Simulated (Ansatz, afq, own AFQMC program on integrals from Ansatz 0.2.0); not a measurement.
# Where AFQMC and coupled cluster stand for C2H4, singlet

```xyz
6

C     0.0000    0.0000    0.6615
C     0.0000    0.0000   -0.6615
H     0.0000    0.9232    1.2310
H     0.0000   -0.9232    1.2310
H     0.0000    0.9232   -1.2310
H     0.0000   -0.9232   -1.2310
```

Connectivity, by distances: CH2–CH2.

Basis 6-31G. Only valence electrons are correlated. Integrals, coupled cluster, full CI and functionals: Ansatz 0.2.0; the random walks run on the same integrals in our own AFQMC program. ph-AFQMC/CISD is guided by a CISD state made of CCSD amplitudes; releasing the constraint for a short imaginary time cuts its bias at the price of noise, slowly where states lie close. Error bars are statistical, one sigma.

Determinant: RHF, the one that the program's search chose, which needn't be the lowest solution. The geometry is a point of a scan.

No full CI on the walks' own integrals is used here; CCSDT(Q) serves as the reference and is uncertain by about the last step of the cluster series.

```
T1 diagnostic                               : 0.0094
weight of the determinant in the CISD state : 0.897
size of the correlated space                : 12 electrons in 24 orbitals
```

Reference: CCSDT(Q), correlation energy -5.776 eV. The released energy is read at 2.40 1/Eh (meV from the phaseless value at times in 1/Eh: 1 ± 9 at 0.24, -3 ± 7 at 0.51, -2 ± 8 at 0.99, -11 ± 8 at 1.62, 0 ± 11 at 2.40).

```
         level  E − E(reference) (kcal/mol)  share of correlation (%)
            HF                       133.20                      0.00
           MP2                        20.82                     84.37
          CCSD                         3.66                     97.25
       CCSD(T)                         0.43                     99.67
         CCSDT                         0.23                     99.83
   ph-AFQMC/HF                 -0.88 ± 0.96                    100.66
 ph-AFQMC/CISD                  0.14 ± 0.22                     99.90
released AFQMC                  0.13 ± 0.25                     99.91
```

A walk keeps the symmetry of its determinant, which the program's search chose and which needn't be the lowest solution, so a lower state of the same spin and another symmetry isn't excluded. Released energies are given only where the last usable release times agree within the noise; a slower fall can still hide under it.
